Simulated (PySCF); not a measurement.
# Gas-phase thermal properties of HBNH

Method: PySCF energies (xtb for GFN2) plus ideal-gas RRHO corrections (1 bar). 6-31G* has spherical d functions here. All species are closed-shell singlets. B3LYP is the form with VWN-RPA correlation. HBNH: computed as isolated molecules; such fragments, hydroxides, amides, oligomers or adducts are transient or little studied in the gas. The harmonic model lacks anharmonicity and excited electronic states, which grow with temperature; levels with a mode under 35 cm⁻¹ are left out.

```
level           point group  σ  ZPE (kJ/mol)  S°298 (J/mol/K)  Cp298 (J/mol/K)  S°1000 (J/mol/K)  H1000 − H298 (kJ/mol)
--------------  -----------  -  ------------  ---------------  ---------------  ----------------  ---------------------
B3LYP/6-31G*            C∞v  1          66.7            209.7             46.1             279.2                   41.8
GFN2-xTB                C∞v  1          64.8            211.7             48.3             282.4                   42.4
HF/6-31G*               C∞v  1          71.8            206.9             42.9             273.7                   40.4
PBE/def2-SVP            C∞v  1          64.9            209.5             46.1             279.4                   42.0
PBE0/def2-TZVP          C∞v  1          66.3            209.9             46.3             279.5                   41.9
```
σ: rotational symmetry number. Electronic degeneracy used: 1. Frequencies are unscaled.
